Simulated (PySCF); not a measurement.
# One shape, several levels: NSF3 (thiazyl trifluoride)

Aim: a comparison of 5 runs (HF/STO-3G, HF/3-21G, HF/cc-pVDZ, PBE0/def2-SVP, PBE/def2-SVPD) of NSF3 (thiazyl trifluoride). The job is set up through a Python script.

The calculation is run with PySCF 2.14.0.

## Step 1: The system as given

NSF3 has 5 atoms, charge 0, and is taken as a singlet. As SMILES, `N#S(F)(F)F`. Geometry: relaxed at GFN2-xTB.

Bond lengths: N1–S2 1.414 Å, S2–F3 1.622 Å, S2–F4 1.623 Å, S2–F5 1.622 Å. Angles: N1–S2–F3 123.3°, N1–S2–F4 123.2°, N1–S2–F5 123.3°, F3–S2–F4 92.8°, F3–S2–F5 92.8°, F4–S2–F5 92.8°.

## Step 2: Energy and gradient at HF/STO-3G (run 1)

Input file job.py:

```python
import pyscf.grad
from pyscf import gto, scf

system = gto.Mole()
system.atom = '''
N     -0.676673    -0.008863     3.072997
S     -0.100722    -0.000605     0.463966
F      2.003412    -1.837267    -0.800904
F     -2.170464    -0.621399    -1.712999
F      0.944447     2.468115    -1.023060
'''
system.unit = 'bohr'
system.max_memory = 1860
system.basis = 'sto-3g'
system.verbose = 4
system.build()

mf = scf.RHF(system)
mf.conv_tol = 1e-10
mf.kernel()
if not mf.converged:
    mf = mf.newton().run(mf.mo_coeff, mf.mo_occ)

etot = mf.e_tot
print(f'total energy: {etot:.8f} hartree')
grad = mf.Gradients().kernel()
mf.analyze()
```

On the command line:

```
$ OMP_NUM_THREADS=1 python job.py
```

What it wrote:

```text
PySCF version 2.14.0

[INPUT] num. atoms = 5
[INPUT] num. electrons = 50
[INPUT] charge = 0
[INPUT] spin (= nelec alpha-beta = 2S) = 0
[INPUT] symmetry False subgroup None
[INPUT] Mole.unit = bohr
[INPUT] Symbol           X                Y                Z      unit          X                Y                Z       unit  Magmom
[INPUT]  1 N     -0.358079930845  -0.004690097620   1.626159981626 AA   -0.676673000000  -0.008863000000   3.072997000000 Bohr   0.0
[INPUT]  2 S     -0.053299787038  -0.000320152213   0.245520233842 AA   -0.100722000000  -0.000605000000   0.463966000000 Bohr   0.0
[INPUT]  3 F      1.060159974484  -0.972239826775  -0.423820144935 AA    2.003412000000  -1.837267000000  -0.800904000000 Bohr   0.0
[INPUT]  4 F     -1.148560085922  -0.328830189688  -0.906480033129 AA   -2.170464000000  -0.621399000000  -1.712999000000 Bohr   0.0
[INPUT]  5 F      0.499779829322   1.306070211930  -0.541380037404 AA    0.944447000000   2.468115000000  -1.023060000000 Bohr   0.0

[... 60 lines left out ...]
Total Energy =                        -740.540313821131576
[... 3 lines left out ...]
Two-electron Coulomb Energy =          626.129467990117405
[... 5 lines left out ...]
MO #3   energy= -25.9451654639185  occ= 2
[... 3 lines left out ...]
MO #7   energy= -6.75707413221193  occ= 2
[... 3 lines left out ...]
MO #11  energy= -1.5232833206113   occ= 2
[... 3 lines left out ...]
MO #15  energy= -0.692817449846727 occ= 2
[... 3 lines left out ...]
MO #19  energy= -0.540123699266752 occ= 2
[... 3 lines left out ...]
MO #23  energy= -0.411626314023815 occ= 2
[... 3 lines left out ...]
MO #27  energy= 0.312565605931151  occ= 0
MO #28  energy= 0.312672956620561  occ= 0
MO #29  energy= 0.706848145846359  occ= 0
 ** Mulliken pop on meta-lowdin orthogonal AOs  **
 ** Mulliken pop  **
pop of  0 N 1s            1.99990
pop of  0 N 2s            1.81834
pop of  0 N 2px           1.40148
pop of  0 N 2py           1.42244
pop of  0 N 2pz           0.99641
pop of  1 S 1s            2.00000
pop of  1 S 2s            1.99971
pop of  1 S 3s            1.40784
pop of  1 S 2px           1.99959
pop of  1 S 2py           1.99960
pop of  1 S 2pz           1.99936
pop of  1 S 3px           1.12361
pop of  1 S 3py           1.12881
pop of  1 S 3pz           1.02384
pop of  2 F 1s            1.99998
pop of  2 F 2s            1.95246
pop of  2 F 2px           1.66975
pop of  2 F 2py           1.74407
pop of  2 F 2pz           1.86008
pop of  3 F 1s            1.99998
pop of  3 F 2s            1.95258
pop of  3 F 2px           1.68654
pop of  3 F 2py           1.94515
pop of  3 F 2pz           1.64212
pop of  4 F 1s            1.99998
pop of  4 F 2s            1.95243
pop of  4 F 2px           1.89598
pop of  4 F 2py           1.56082
pop of  4 F 2pz           1.81714
 ** Mulliken atomic charges  **
charge of    0N =     -0.63858
charge of    1S =      1.31763
charge of    2F =     -0.22634
charge of    3F =     -0.22638
charge of    4F =     -0.22634
Dipole moment(X, Y, Z, Debye):  0.43384,  0.00810, -1.94707
```

It took 3.6 s on 1 thread of Intel Xeon at 2.50GHz (Skylake/Cascade Lake), shared host; peak memory 0.12 GiB.

## Step 3: Energy and forces at HF/3-21G (run 2)

Input file calc.py:

```python
from pyscf import gto

mol = gto.Mole()
mol.atom = '''
N   -0.358080  -0.004690   1.626160
S   -0.053300  -0.000320   0.245520
F    1.060160  -0.972240  -0.423820
F   -1.148560  -0.328830  -0.906480
F    0.499780   1.306070  -0.541380
'''
mol.max_memory = 1860
mol.basis = '3-21g'
mol.verbose = 4
mol.charge = 0
mol.spin = 0
mol.build()

mf = mol.RHF()
mf.conv_tol = 1e-10
mf.kernel()
if not mf.converged:
    mf = mf.newton().run(mf.mo_coeff, mf.mo_occ)

e_tot = mf.e_tot
print('Final energy', e_tot)
grad = mf.nuc_grad_method().kernel()
mf.analyze()
```

On the command line:

```
$ OMP_NUM_THREADS=1 python calc.py
```

What it wrote:

```text
PySCF version 2.14.0

[INPUT] num. atoms = 5
[INPUT] num. electrons = 50
[INPUT] charge = 0
[INPUT] spin (= nelec alpha-beta = 2S) = 0
[INPUT] symmetry False subgroup None
[INPUT] Mole.unit = angstrom
[INPUT] Symbol           X                Y                Z      unit          X                Y                Z       unit  Magmom
[INPUT]  1 N     -0.358080000000  -0.004690000000   1.626160000000 AA   -0.676673130684  -0.008862815524   3.072997034723 Bohr   0.0
[INPUT]  2 S     -0.053300000000  -0.000320000000   0.245520000000 AA   -0.100722402439  -0.000604712360   0.463965558103 Bohr   0.0
[INPUT]  3 F      1.060160000000  -0.972240000000  -0.423820000000 AA    2.003412048219  -1.837267327347  -0.800903726113 Bohr   0.0
[INPUT]  4 F     -1.148560000000  -0.328830000000  -0.906480000000 AA   -2.170463837630  -0.621398641541  -1.712998937396 Bohr   0.0
[INPUT]  5 F      0.499780000000   1.306070000000  -0.541380000000 AA    0.944447322535   2.468114599511  -1.023059929317 Bohr   0.0

[... 49 lines left out ...]
Final energy -746.0588683422445
[... 16 lines left out ...]
Two-electron Coulomb Energy =          620.218756036135801
[... 6 lines left out ...]
MO #4   energy= -26.2596536654455  occ= 2
[... 4 lines left out ...]
MO #9   energy= -6.96702276547435  occ= 2
[... 4 lines left out ...]
MO #14  energy= -0.98066931628142  occ= 2
[... 4 lines left out ...]
MO #19  energy= -0.73591045253799  occ= 2
[... 4 lines left out ...]
MO #24  energy= -0.482201368599953 occ= 2
[... 4 lines left out ...]
MO #29  energy= 0.322916578313782  occ= 0
[... 4 lines left out ...]
MO #34  energy= 1.40064995346357   occ= 0
[... 4 lines left out ...]
MO #39  energy= 2.10255856956606   occ= 0
[... 4 lines left out ...]
MO #44  energy= 2.360605749132     occ= 0
[... 4 lines left out ...]
MO #49  energy= 4.3293406528621    occ= 0
[... 18 lines left out ...]
pop of  1 S 3px           0.98522
pop of  1 S 3py           0.99250
pop of  1 S 3pz           0.84561
pop of  1 S 4px           0.03095
pop of  1 S 4py           0.02915
pop of  1 S 4pz           0.06616
pop of  2 F 1s            1.99988
pop of  2 F 2s            1.92160
pop of  2 F 3s            0.00464
pop of  2 F 2px           1.76044
pop of  2 F 2py           1.80816
pop of  2 F 2pz           1.88849
pop of  2 F 3px           0.00190
pop of  2 F 3py           0.00157
pop of  2 F 3pz           0.00133
pop of  3 F 1s            1.99988
pop of  3 F 2s            1.92176
pop of  3 F 3s            0.00464
pop of  3 F 2px           1.76550
pop of  3 F 2py           1.94509
pop of  3 F 2pz           1.74657
pop of  3 F 3px           0.00171
pop of  3 F 3py           0.00086
pop of  3 F 3pz           0.00223
pop of  4 F 1s            1.99988
pop of  4 F 2s            1.92155
pop of  4 F 3s            0.00464
pop of  4 F 2px           1.91284
pop of  4 F 2py           1.68346
pop of  4 F 2pz           1.86079
pop of  4 F 3px           0.00107
pop of  4 F 3py           0.00221
pop of  4 F 3pz           0.00152
 ** Mulliken atomic charges  **
charge of    0N =     -0.64966
charge of    1S =      1.81385
charge of    2F =     -0.38801
charge of    3F =     -0.38822
charge of    4F =     -0.38796
Dipole moment(X, Y, Z, Debye):  0.19342,  0.00596, -0.84629
```

Run time: 3.6 s. Hardware: 1 thread of Intel Xeon at 2.50GHz (Skylake/Cascade Lake), shared host; peak memory 0.12 GiB.

Runs 3 to 4 aren't shown in full; the table further down has their settings and results.

## Step 4: Energy and forces at PBE/def2-SVPD (run 5)

Input file input.xyz:

```xyz
5

N     -0.358080    -0.004690     1.626160
S     -0.053300    -0.000320     0.245520
F      1.060160    -0.972240    -0.423820
F     -1.148560    -0.328830    -0.906480
F      0.499780     1.306070    -0.541380
```

Input file job.py:

```python
import pyscf.grad
from pyscf import gto, dft

system = gto.Mole()
system.atom = 'input.xyz'
system.verbose = 4
system.max_memory = 1860
system.basis = 'def2-svpd'
system.build()

mf = dft.RKS(system)
mf.xc = 'pbe'
mf.grids.level = 5
mf.conv_tol = 1e-10
mf.kernel()
if not mf.converged:
    mf = mf.newton().run(mf.mo_coeff, mf.mo_occ)

etot = mf.e_tot
print('E = %.10f Eh' % etot)
grad = mf.Gradients().kernel()
mf.analyze()
```

On the command line:

```
$ OMP_NUM_THREADS=1 python job.py
```

What it wrote:

```text
PySCF version 2.14.0

[INPUT] num. atoms = 5
[INPUT] num. electrons = 50
[INPUT] charge = 0
[INPUT] spin (= nelec alpha-beta = 2S) = 0
[INPUT] symmetry False subgroup None
[INPUT] Mole.unit = angstrom
[INPUT] Symbol           X                Y                Z      unit          X                Y                Z       unit  Magmom
[INPUT]  1 N     -0.358080000000  -0.004690000000   1.626160000000 AA   -0.676673130684  -0.008862815524   3.072997034723 Bohr   0.0
[INPUT]  2 S     -0.053300000000  -0.000320000000   0.245520000000 AA   -0.100722402439  -0.000604712360   0.463965558103 Bohr   0.0
[INPUT]  3 F      1.060160000000  -0.972240000000  -0.423820000000 AA    2.003412048219  -1.837267327347  -0.800903726113 Bohr   0.0
[INPUT]  4 F     -1.148560000000  -0.328830000000  -0.906480000000 AA   -2.170463837630  -0.621398641541  -1.712998937396 Bohr   0.0
[INPUT]  5 F      0.499780000000   1.306070000000  -0.541380000000 AA    0.944447322535   2.468114599511  -1.023059929317 Bohr   0.0

[... 82 lines left out ...]
Total Energy =                        -751.470853884441112
[... 12 lines left out ...]
MO #6   energy= -7.95381303147152  occ= 2
[... 10 lines left out ...]
MO #17  energy= -0.482127745388926 occ= 2
[... 10 lines left out ...]
MO #28  energy= -0.0515817275276305 occ= 0
[... 10 lines left out ...]
MO #39  energy= 0.19339379997548   occ= 0
[... 10 lines left out ...]
MO #50  energy= 0.366228324171486  occ= 0
[... 10 lines left out ...]
MO #61  energy= 0.621452730203191  occ= 0
[... 10 lines left out ...]
MO #72  energy= 0.868422188913414  occ= 0
[... 10 lines left out ...]
MO #83  energy= 1.24138380460166   occ= 0
[... 10 lines left out ...]
MO #94  energy= 2.03514019156121   occ= 0
[... 10 lines left out ...]
MO #105 energy= 3.15903966508418   occ= 0
[... 10 lines left out ...]
MO #116 energy= 3.43476550807756   occ= 0
[... 85 lines left out ...]
pop of  3 F 3dxy          0.00169
pop of  3 F 3dyz          0.00167
pop of  3 F 3dz^2         0.00229
pop of  3 F 3dxz          0.00414
pop of  3 F 3dx2-y2       0.00183
pop of  3 F 4dxy          0.00158
pop of  3 F 4dyz          0.00135
pop of  3 F 4dz^2         0.00204
pop of  3 F 4dxz          0.00235
pop of  3 F 4dx2-y2       0.00151
pop of  4 F 1s            1.99996
pop of  4 F 2s            1.91394
pop of  4 F 3s            0.00787
pop of  4 F 4s            0.00195
pop of  4 F 2px           1.88924
pop of  4 F 2py           1.69483
pop of  4 F 2pz           1.85488
pop of  4 F 3px           0.00360
pop of  4 F 3py           0.00163
pop of  4 F 3pz           0.00329
pop of  4 F 4px           0.00151
pop of  4 F 4py           0.00194
pop of  4 F 4pz           0.00188
pop of  4 F 3dxy          0.00273
pop of  4 F 3dyz          0.00336
pop of  4 F 3dz^2         0.00164
pop of  4 F 3dxz          0.00120
pop of  4 F 3dx2-y2       0.00270
pop of  4 F 4dxy          0.00210
pop of  4 F 4dyz          0.00204
pop of  4 F 4dz^2         0.00151
pop of  4 F 4dxz          0.00120
pop of  4 F 4dx2-y2       0.00198
 ** Mulliken atomic charges  **
charge of    0N =     -0.60231
charge of    1S =      1.79392
charge of    2F =     -0.39712
charge of    3F =     -0.39750
charge of    4F =     -0.39699
Dipole moment(X, Y, Z, Debye):  0.24065,  0.00607, -1.06564
```

Run time: 73 s. Hardware: 1 thread of Intel Xeon at 2.50GHz (Skylake/Cascade Lake), shared host; peak memory 1.2 GiB.

## Step 5: All runs side by side

| run | level | integration grid | energy (Eh) | dipole moment (D) | HOMO energy (eV) | LUMO energy (eV) | wall time |
| --- | --- | --- | --- | --- | --- | --- | --- |
| 1 | HF/STO-3G | – | -740.540314 | 1.99 | -7.74 | 7.76 | 3.6 s |
| 2 | HF/3-21G | – | -746.058868 | 0.87 | -13.12 | 1.73 | 3.6 s |
| 3 | HF/cc-pVDZ | – | -750.087230 | 1.11 | -13.47 | 2.22 | 13 s |
| 4 | PBE0/def2-SVP | 5 | -751.425504 | 1.10 | -10.09 | -2.35 | 44 s |
| 5 | PBE/def2-SVPD | 5 | -751.470854 | 1.09 | -8.84 | -3.93 | 73 s |

## Step 6: Summary of results

| quantity | value |
| --- | --- |
| run 5: total energy | -751.47085 Eh |
| run 5: dipole moment | 1.09 D |
| run 5: HOMO energy | -8.84 eV |
| run 5: LUMO energy | -3.93 eV |
| run 5: HOMO–LUMO gap | 4.91 eV |
| run 5: largest force on an atom | 2.760 eV/Å |

The dipole moment (its size) runs from 0.87 D (HF/3-21G) to 1.99 D (HF/STO-3G). The HOMO–LUMO gap runs from 4.91 eV (PBE/def2-SVPD) to 15.69 eV (HF/cc-pVDZ). The two ends differ in method and basis. Totals of different functionals can't be ranked against each other. In run 1 the basis is minimal, so the values are rough. All runs together took 2.3 min, the longest 73 s.
